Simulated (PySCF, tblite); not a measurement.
# Reproducing measurements on nitrosyl fluoride

**What was measured.**

From NIST CCCBDB Release 22 (SRD 101), experimental dipoles, for the gas: dipole moment (microwave Stark effect, vibrational ground state) 1.81 D.

CRC Handbook of Chemistry and Physics lists, for the gas at 298.15 K: standard entropy 248.1 J/(mol K).

The results are set against them at the end.

Species: nitrosyl fluoride, FNO.
Numbering: `[O:1]=[N:2][F:3]`

Cartesian coordinates in Å at the GFN2-xTB level; atoms count from 1:
```
atom  x, y, z in Å
O1    -1.0044   -0.2847   -0.0030
N2    -0.1579    0.4771   -0.0115
F3     1.1738   -0.1949    0.0019
```

Runs made with PySCF (gas phase, on this GFN2-xTB geometry; no spin–orbit coupling):

```csv
level,job,basis functions,wall time
PBE0/pcSseg-1,"shieldings, charges and field gradients",51,1.9 s
B3LYP/pcJ-1,spin–spin couplings from 3 perturbed nuclei,81,1.6 s
```

Hardware: Arm Neoverse V1, one thread, no GPU (shared host).

GFN2-xTB wavenumbers (cm⁻¹, harmonic, unscaled, at the method's own geometry): 536, 753, 1848. Point group Cs, symmetry number 1. Entropy at 298.15 K and 1 bar in J/(mol K): translation 157.4, rotation 87.0, vibration 3.5.

**Comparison with experiment**

**Dipole moment.** Measured: 1.81 D (NIST CCCBDB Release 22 (SRD 101), experimental dipoles).

```json
{"level": "PBE0/pcSseg-1", "computed (D)": "1.36", "computed − measured (D)": "-0.45", "% (from the printed values)": "-25"}
{"level": "B3LYP/pcJ-1", "computed (D)": "1.34", "computed − measured (D)": "-0.47", "% (from the printed values)": "-26"}
```

Closest is PBE0/pcSseg-1 (-0.45 D), furthest B3LYP/pcJ-1 (-0.47 D); one molecule doesn't rank methods. The computed dipoles belong to one fixed geometry; measured ones are averaged over vibrations unless marked μe. Magnitudes are compared, not signs.

**Standard entropy at 298.15 K.** Measured: 248.1 J/(mol K) (298.15 K; CRC Handbook of Chemistry and Physics).

```tsv
level	computed (J/(mol K))	computed − measured (J/(mol K))	% (from the printed values)
GFN2-xTB, rigid rotor and harmonic oscillator	247.8	-0.3	0
```

Ideal gas at 1 bar, most abundant isotopes; table values of this kind come from calorimetry or from spectroscopic constants.

The geometry is computed, not the measured one. Where a level misses, the cause wasn't examined.
